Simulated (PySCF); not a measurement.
Molecule: `InChI=1S/C6H7/c1-3-5-6-4-2/h1,4-6H,2H3/q+1/b6-5+`.

Numbering as in the mapped SMILES `[CH:1]#[C:2]/[CH:3]=[CH:4]/[CH+:5][CH3:6]` (H(Xn): hydrogen on atom n).

Geometry PBE0-D3(BJ)/def2-SVP throughout; GIAO in PySCF 2.14, gas phase, one conformer, non-relativistic; equivalent atoms averaged; functional PBE0.

(1) How do the shifts δ (against TMS at the same level) depend on the basis set? (a selection of nuclei; ppm; last column core-seconds on shared hosts with different chips, so compare them loosely)

(2) Which nucleus among those listed moves most, in ppm?

(3) Taking the largest basis, def2-TZVP (228 functions), as the yardstick, rank the others by their worst heavy-atom deviation.

## Answers

(1) 
```csv
basis set,functions,C5,C1,C3,C4,C2,H(C1),H(C5),H(C3),H(C4),core-s
STO-3G,37,184.9,170.3,153.7,126.1,77.9,10.81,10.02,9.14,8.48,2.9
6-31G,68,220.7,182.4,182.6,146.0,93.2,9.67,9.71,8.72,8.45,5.2
6-31G*,98,218.2,182.9,180.3,141.5,88.8,9.38,9.38,8.25,7.82,7.2
def2-SVP,119,226.6,189.0,186.9,146.1,92.0,9.55,9.18,8.10,7.77,9.1
pcSseg-1,137,237.9,200.7,196.0,154.7,98.4,9.78,9.27,8.15,7.93,9.5
"6-311+G(2d,p)",204,234.0,196.9,193.1,151.7,96.8,9.55,9.55,8.51,8.01,21
def2-TZVP,228,237.6,197.5,195.8,153.3,97.3,9.58,9.57,8.48,8.01,26
```

(2) C5 (carbocation centre): from 184.9 ppm with STO-3G to 237.9 ppm with pcSseg-1. The smallest spread is 0.71 ppm, at H(C4). Proton shifts span only some 12 ppm, so a few tenths of a ppm matter as much there as several ppm in carbon.

(3) pcSseg-1 3.2 ppm (137 functions), 6-311+G(2d,p) 3.5 ppm (204 functions), def2-SVP 11.0 ppm (119 functions), 6-31G 16.9 ppm (68 functions), 6-31G* 19.4 ppm (98 functions), STO-3G 52.7 ppm (37 functions).

A small basis that lands close on one nucleus may do so by chance; judge by the trend and by all nuclei.
